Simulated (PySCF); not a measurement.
**Spin-rotation constants: `[H]/P=P\C=C`, C2H4P2**

Geometry:
```
atom   x (Å)   y (Å)   z (Å)
  C1  -1.549  -0.172   0.257
  C2  -0.244  -0.142   0.009
  P3   0.741   1.336   0.369
  P4   2.633   0.836  -0.189
  H5  -2.061   0.678   0.678
  H6  -2.150  -1.043   0.051
  H7   0.252  -1.009  -0.415
  H8   2.386  -0.475  -0.630
```

Theory: GIAO wB97X-D/aug-pcSseg-1 magnetisability, rotational g tensor and spin-rotation constants, non-relativistic, gas phase in PySCF 2.14.0. Geometry: GFN2-xTB.

Q: Give the nuclear spin-rotation constants along the inertial axes (H = +C I·J) beside the isotropic shieldings.

A: Rotational constants 16.6253, 2.3352, 2.0476 GHz. A star marks the isotopologue with that one atom substituted, in its own axes.
```csv
atom,isotope,Caa (kHz),Cbb (kHz),Ccc (kHz),mean (kHz),σ (ppm)
P3,31P,69.837,9.424,2.488,27.250,-316.6
P4,31P,45.597,10.549,2.491,19.546,-184.5
H5,1H,-1.203,0.170,-0.243,-0.425,25.6
H6,1H,0.106,-0.020,-0.232,-0.049,25.4
H7,1H,-1.257,0.273,-0.254,-0.413,23.6
H8,1H,-0.705,0.267,-0.241,-0.226,21.4
C1,13C*,6.254,1.053,0.283,2.530,47.4
C2,13C*,6.315,1.247,0.409,2.657,17.0
```
For the geometry as given, no vibrational averaging.

Q: How do the rotational constants and the g tensor change when H5, H6, H7, H8 are replaced by deuterium?

A: Constants 13.6333, 2.1191, 1.8341 GHz; g -0.2314, -0.0418, -0.0044, against -0.2814, -0.0458, -0.0047 before.
